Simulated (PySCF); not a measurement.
# CH₄LiO+, an ion with solvent molecules: interaction energy

One table from this session's results is given with a row withheld; the runs are named, their logs left out.

Programs: PySCF 2.14.0. All values are calculated, for the isolated system unless a continuum is named. Atoms count from 0, parts from 1.

### The system as given

7 atoms, charge 1, multiplicity 1; geometry: GFN2-xTB. Parts: 1 = atom 0, `[Li+]`, charge 1; 2 = atoms 1–6, `CO`, charge 0.

Set-up of the first run:

Job settings and geometry (Å):

```
{"job": {"xc": "PBE0", "basis": "def2-SVPD", "d3": "d3bj", "grid": 2, "kind": "geom", "shake": 0.01}, "charge": 1, "multiplicity": 1, "parts": [{"atoms": "0-0", "charge": 1, "multiplicity": 1}, {"atoms": "1-6", "charge": 0, "multiplicity": 1}]}
Li    -0.550141     0.345632     0.257452
C      0.144117     1.993761    -1.911403
O     -0.125129     1.872422    -0.502889
H     -0.504899     2.722956    -2.355890
H      1.176632     2.312079    -2.089689
H     -0.009845     1.027196    -2.370316
H      0.054252     2.760992    -0.145796
```

The run is started by

```console
$ OMP_NUM_THREADS=1 python cluster_run.py task.json out
```

One launch serves the whole session: the jobs run in the order shown.

Among the steps run: Geometry optimisation at PBE0-D3(BJ)/def2-SVPD; Coupled-cluster interaction energy: CCSD(T) and MP2.

One table of the session follows, with a row left open; its other results are not shown here.

It belongs to the step «Coupled-cluster interaction energy: CCSD(T) and MP2». 

```
                 method  interaction energy (kcal/mol)
         HF/aug-cc-pVDZ                         -38.51
        MP2/aug-cc-pVDZ                              ?
       CCSD/aug-cc-pVDZ                         -36.09
    CCSD(T)/aug-cc-pVDZ                         -35.68
         HF/aug-cc-pVTZ                         -39.20
        MP2/aug-cc-pVTZ                         -36.98
    SCS-MP2/aug-cc-pVTZ                         -37.00
      MP2, extrapolated                         -37.17
CCSD(T), limit estimate                         -37.01
```

Estimate the missing values for MP2/aug-cc-pVDZ.

As computed: interaction energy (kcal/mol): -35.85. In the column «interaction energy (kcal/mol)» it lies between CCSD/aug-cc-pVDZ (-36.09) and CCSD(T)/aug-cc-pVDZ (-35.68).

In this run the core of Li (1s) is correlated, in a basis without core functions; only the other cores are frozen.
